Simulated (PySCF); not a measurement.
**Atomic charges by several schemes**

C3HO2 (charge -1).
Geometry (GFN2-xTB, Å), atoms numbered from 1 in this order:
```
atom  x, y, z in Å
C1     1.528   -0.065    0.415
C2     0.349   -0.015    0.190
C3    -1.141    0.049   -0.092
O4    -1.830   -0.716    0.596
O5    -1.468    0.858   -0.971
H6     2.565   -0.108    0.613
```

Density: PBE0/pcSseg-1 (PySCF); schemes: Mulliken, IAO, Hirshfeld and ESP-fitted. Isolated species at its GFN2-xTB geometry, gas phase. The pcSseg-1 basis has no diffuse functions, a weakness for an anion.

Question: At which atom do the 4 schemes differ most?

Answer: At C3: from +0.102 (Hirshfeld) to +0.812 e (ESP-fitted), 0.710 e apart.

Question: Which atoms carry the highest charge in the Mulliken, IAO, Hirshfeld and ESP-fitted schemes?

Answer: All schemes agree: Mulliken C3 (+0.365); IAO C3 (+0.505); Hirshfeld C3 (+0.102); ESP-fitted C3 (+0.812).

Question: For which atoms does the sign change between the 4 schemes (beyond +0.03 e in one, beyond −0.03 e in another)?

Answer: C2.

Question: What partial charge does each atom carry?

Answer: In e:

| atom | environment | Mulliken | IAO | Hirshfeld | ESP-fitted |
| --- | --- | --- | --- | --- | --- |
| C1 | terminal alkyne carbon | -0.387 | -0.351 | -0.212 | -0.571 |
| C2 | alkyne carbon | +0.116 | -0.066 | -0.082 | -0.058 |
| C3 | carboxylate carbon | +0.365 | +0.505 | +0.102 | +0.812 |
| O4 | carboxylate oxygen | -0.553 | -0.626 | -0.429 | -0.733 |
| O5 | carboxylate oxygen | -0.554 | -0.626 | -0.429 | -0.733 |
| H6 | alkyne hydrogen | +0.012 | +0.164 | +0.050 | +0.283 |

Mean size of the charges over all atoms: ESP-fitted 0.532 e, IAO 0.390 e, Mulliken 0.331 e, Hirshfeld 0.218 e. Each set sums to the total charge, -1, to within 0.001 e. The Hirshfeld scheme weights the molecular density at each point by an atom's share of the summed free-atom densities. The ESP scheme fits charges at the nuclei, held to the total charge, to the electrostatic potential on points at 1.4 to 2.0 times the van der Waals radii.

Question: Sum the charges by element, for elements with more than one atom.

Answer: 
| element | atoms | Mulliken | IAO | Hirshfeld | ESP-fitted |
| --- | --- | --- | --- | --- | --- |
| C | 3 | +0.095 | +0.088 | -0.192 | +0.183 |
| O | 2 | -1.107 | -1.252 | -0.858 | -1.466 |

Question: How many electrons does the IAO scheme count on C3?

Answer: Z − q = 6 − (+0.505) = 5.495.

Question: How closely do the schemes follow one another over all atoms?

Answer: Correlation coefficient and root-mean-square difference: IAO with ESP-fitted 0.99, 0.173 e; IAO with Hirshfeld 0.98, 0.213 e; Mulliken with IAO 0.96, 0.121 e; Mulliken with ESP-fitted 0.96, 0.259 e; Hirshfeld with ESP-fitted 0.94, 0.381 e; Mulliken with Hirshfeld 0.94, 0.169 e.
